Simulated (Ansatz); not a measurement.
# SiH₄ (singlet): from Hartree-Fock to the top rungs, cc-pV(Q+d)Z

How much of the correlation energy of SiH₄ (singlet) does each wave-function method recover here?

Method: cc-pV(Q+d)Z, correlated electrons: outside noble gas; program: Ansatz 0.2.0, Gaussian basis.

Plan: UHF; CCSD(T) on RHF; BCCD(T) on RHF; CISD; CCSDT(Q) on RHF; CASSCF and NEVPT2, 8 electrons in 8 orbitals.

### Step 1. The system

The geometry is an MP2(full)/6-31G* stationary point (not a proven minimum).

5 atoms, charge 0, spin multiplicity 1.

Atoms are counted from 1 here; the program's logs count them from 0.

Bond lengths: Si1–H2 1.483 Å, Si1–H3 1.483 Å, Si1–H4 1.483 Å, Si1–H5 1.483 Å. Angles: H2–Si1–H3 109.5°, H2–Si1–H4 109.5°, H2–Si1–H5 109.5°, H3–Si1–H4 109.5°, H3–Si1–H5 109.5°, H4–Si1–H5 109.5°.

Geometry (Å):

```xyz
5
charge 0, multiplicity 1
Si    0.0000    0.0000    0.0000
H     0.8561    0.8561    0.8561
H    -0.8561   -0.8561    0.8561
H    -0.8561    0.8561   -0.8561
H     0.8561   -0.8561   -0.8561
```

In the tables R marks a restricted determinant and U an unrestricted one; 'valence' is the active space of 8 electrons in 8 orbitals; correlation energies count from the lowest restricted Hartree-Fock solution.

### Step 2. UHF

The input, in.yaml:

```yaml
crystal:
  periodic: [false, false, false]
  atoms:
    - {symbol: Si, position_ang: [0.000000, 0.000000, 0.000000]}
    - {symbol: H, position_ang: [0.856135, 0.856135, 0.856135]}
    - {symbol: H, position_ang: [-0.856135, -0.856135, 0.856135]}
    - {symbol: H, position_ang: [-0.856135, 0.856135, -0.856135]}
    - {symbol: H, position_ang: [0.856135, -0.856135, -0.856135]}
basis:
  gaussian: {orbitals: "cc-pV(Q+d)Z.json"}
magnetization: {spin_polarized: true, initial_magnetization: 0}
hamiltonian: {xc: hf}
output: {orbitals: {seedname: orbitals}}
```

Command:

```
> ansatz run in.yaml --threads 1 --pin off --events-out ev --progress --plain --max-ram 8192MiB --backend cpu
```

The runs that follow: CCSD(T) on RHF; BCCD(T) on RHF; CISD; CCSDT(Q) on RHF; CASSCF and NEVPT2, 8 electrons in 8 orbitals.

**Question.** What will the summary of the whole plan be? Wanted: correlation energy, RCCSDT(Q); RMP2 from RCCSDT(Q); RCCSD from RCCSDT(Q); RCCSD(T) from RCCSDT(Q); NEVPT2 valence from RCCSDT(Q); T1 diagnostic; effectively unpaired electrons.

The runs gave:

| quantity | value |
| --- | --- |
| correlation energy, RCCSDT(Q) | -5.0491 eV |
| RMP2 from RCCSDT(Q) | +890.6 meV |
| RCCSD from RCCSDT(Q) | +139.3 meV |
| RCCSD(T) from RCCSDT(Q) | +23.2 meV |
| NEVPT2 valence from RCCSDT(Q) | +1054.7 meV |
| levels within 1 kcal/mol (43 meV) | RCCSD(T), BCCD(T), RCCSDT |
| T1 diagnostic | 0.011 |
| effectively unpaired electrons | 0.01 |

**Reading.** RCCSD(T) misses by +23.2 meV, 0.5 % of the correlation energy. One determinant dominates. Of the multireference levels listed NEVPT2 valence comes nearest (+1054.7 meV). These misses are within one basis and frozen core, not against nature; frozen cores of the runs differ by up to some meV.
